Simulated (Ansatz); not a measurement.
# CH4BO: the cost of one run

All numbers are computed with Ansatz 0.2.0, driven from Python. Level of theory: r2SCAN0/pcseg-2.

### 1 Starting point

Bond lengths: C1–B2 1.527 Å, B2–O3 1.437 Å, C1–H4 1.049 Å, C1–H5 1.163 Å, C1–H6 1.148 Å, O3–H7 0.986 Å. Angles: C1–B2–O3 118.4°, B2–C1–H4 111.1°, B2–C1–H5 110.4°, B2–C1–H6 111.6°, H4–C1–H5 108.0°, H4–C1–H6 110.9°, H5–C1–H6 104.5°, B2–O3–H7 107.0°.

The script holds or builds the structure itself.

### 2 The script

The input, run_tae.py:

```python
from collections import Counter

import ansatz as az

BASIS_SET = 'pcseg-2'
FUNCTIONAL = 'r2scan0'


def single_point(molecule, charge=0, unpaired=0):
    calc = molecule.calculation().basis(gaussian=BASIS_SET).functional(FUNCTIONAL)
    if charge:
        calc = calc.charge(charge)
    if unpaired:
        calc = calc.spin('collinear', total=unpaired)
    return calc.run().report['free_energy_ev']


def main() -> None:
    geometry_ang = [
        ('C', [-0.6232, 0.3848, -0.3111]),
        ('B', [0.8829, 0.1522, -0.2173]),
        ('O', [1.3933, -0.5799, 0.9094]),
        ('H', [-1.1437, -0.5249, -0.3531]),
        ('H', [-0.8811, 0.9917, -1.269]),
        ('H', [-1.0057, 1.0354, 0.5542]),
        ('H', [1.4388, -1.5273, 0.6411]),
    ]
    ch4bo = az.Crystal.molecule()
    for symbol, xyz in geometry_ang:
        ch4bo = ch4bo.atom(symbol, xyz)

    unpaired = {'C': 2, 'B': 1, 'O': 2, 'H': 1}
    counts = Counter(site.symbol for site in ch4bo.cartesian_sites)
    atom_energy = {s: single_point(az.Crystal.molecule().atom(s, (0, 0, 0)), 0, unpaired[s]) for s in counts}
    whole = single_point(ch4bo, 0, 1)
    for s, e in atom_energy.items():
        print(f'{s:2s} x{counts[s]}  {e:14.5f} eV')
    print(f'CH4BO: {whole:.5f} eV')
    split = sum(counts[s] * e for s, e in atom_energy.items()) - whole
    print(f'atomisation energy (no zero-point term): {split:.3f} eV, {split / sum(counts.values()):.3f} eV an atom')


if __name__ == '__main__':
    main()
```

### 3 The calls as engine input

The package turns the script's settings into the engine's input (first run):

```yaml
crystal:
  periodic: [false, false, false]
  atoms:
    - { symbol: C, position_ang: [0.0, 0.0, 0.0] }
basis:
  gaussian:
    orbitals: pcseg-2
hamiltonian:
  xc: r2scan0
magnetization:
  spin_polarized: true
  initial_magnetization: 2.0
```

### 4 Launch

On the command line:

```console
> python run_tae.py
```

What time and memory should one allow on 1 thread of Arm Neoverse V1, shared host?

About 10 s, with a peak of 0.33 GiB.
